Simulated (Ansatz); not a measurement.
The input, for Ansatz 0.2.0:

```yaml
crystal:
  periodic: [false, false, false]
  atoms:
    - {symbol: B, position_ang: [0.000000, -0.926286, 1.954475]}
    - {symbol: Si, position_ang: [0.000000, 0.557870, 0.746812]}
    - {symbol: Cl, position_ang: [0.000000, -0.159478, -1.187612]}
basis:
  gaussian: {orbitals: cc-pVDZ}
total_charge: 1
magnetization: {spin_polarized: false, initial_magnetization: 1}
correlation: {method: bccd_t, electrons: outside_noble_gas}
```

```sh
$ ansatz run in.yaml --threads 1 --pin off --events-out ev --progress --plain --max-ram 2393MiB
```

The program prints:

```
512 factors; integrals over basis functions are off by at most 8.4e-4 eV
mean field evaluation 1: about -21022.3003 eV, gradient 2.5e1 eV
mean field evaluation 2: about -21022.3426 eV, gradient 2.5e1 eV
mean field evaluation 4: about -21025.2970 eV, gradient 2.3e0 eV
mean field evaluation 8: about -21025.4178 eV, gradient 6.4e-1 eV
mean field evaluation 16: about -21025.4486 eV, gradient 1.6e-6 eV
mean field evaluation 32: about -21026.0027 eV, gradient 1.1e-2 eV
mean field evaluation 64: about -21025.4486 eV, gradient 3.1e-6 eV
mean field evaluation 96: about -21025.9869 eV, gradient 7.7e-1 eV
mean field evaluation 128: about -21026.0022 eV, gradient 8.2e-2 eV
mean field evaluation 160: about -21025.4486 eV, gradient 3.8e-4 eV
...
cycle  10  -8.40496011 eV  change    1.3e-2 eV  update   1.9e-3
cycle  11  -8.41546837 eV  change   -1.1e-2 eV  update   1.1e-3
cycle  12  -8.40622490 eV  change    9.2e-3 eV  update   1.4e-3
cycle  13  -8.40692625 eV  change   -7.0e-4 eV  update   3.2e-4
cycle  14  -8.40599031 eV  change    9.4e-4 eV  update   2.1e-4
cycle  15  -8.40598855 eV  change    1.8e-6 eV  update   1.1e-4
cycle  16  -8.40589134 eV  change    9.7e-5 eV  update   7.5e-5
cycle  17  -8.40616776 eV  change   -2.8e-4 eV  update   6.3e-5
cycle  18  -8.40622737 eV  change   -6.0e-5 eV  update   2.7e-5
cycle  19  -8.40622376 eV  change    3.6e-6 eV  update   1.6e-5
perturbative correction -0.44736682 eV, -0.0164404275 hartree
Total energy: -21034.30224031 eV, -772.9963497693 hartree
```

Ran on 1 thread of Intel Xeon, shared host: 38 s wall, 0.16 GiB peak host memory.
